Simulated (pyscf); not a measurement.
PySCF, gas phase, ωB97X-D3(BJ)/def2-SVP geometries. MP2 and CC: frozen core, UHF for open shells. ΔMP2 is the change of the MP2 total energy from the triple- to the quadruple-zeta basis.

**Question.** For the elementary gas-phase step HO–GeH₃ + hydrogen fluoride (HF) → water (H₂O) + germylene (GeH₂) [singlet] + hydrogen fluoride (HF) (singlet surface; Ge–O, Ge–H, F–H broken, H–O, F–H formed), what barrier and reaction energy does CCSD(T)/def2-TZVPP + ΔMP2(QZVPP) give, measured from the separated reactants?

**Answer.** ΔE‡ = 32.2 kcal/mol, ΔE = +44.9 kcal/mol. Zero-point energy shifts the barrier by +0.4 kcal/mol. It is a multi-bond step, with an imaginary mode of 1326i cm⁻¹. On the reactant side the descent ends in a bound adduct, 9.9 kcal/mol under the separated species and 39.3 kcal/mol under the saddle at ωB97X-D3(BJ)/def2-TZVP. On the product side the descent ends in an adduct with a Ge–O contact, 28.7 kcal/mol under the separated species and 9.8 kcal/mol under the saddle at ωB97X-D3(BJ)/def2-TZVP. At CCSD(T) the saddle lies under the separated products, which points to a path from their complex (located at ωB97X-D3(BJ) alone), and parting the products costs more than the saddle. What is counted as broken (Ge–O) persists as a longer contact in the product adduct; parting that adduct is a step of its own. At ωB97X-D3(BJ)/def2-TZVP the barrier from the zero used here is 29.3 kcal/mol. The same reactants have a lower exit, to F–GeH₃ + H₂O (barrier +10.7 kcal/mol at ωB97M-D3(BJ)/def2-TZVP, against +27.9 kcal/mol here). This is the saddle that the search found; another between the same sides may lie lower. The CCSD(T) − MP2 part came from Ansatz, without density fitting, on the same reference. The frozen core leaves the outer d or s,p core shells of the metals and heavy elements correlated in the MP2 and CC values, and def2-TZVPP describes them poorly, which can shift differences by a few kcal/mol. Elements up to Kr have no core potential and no relativistic terms here.
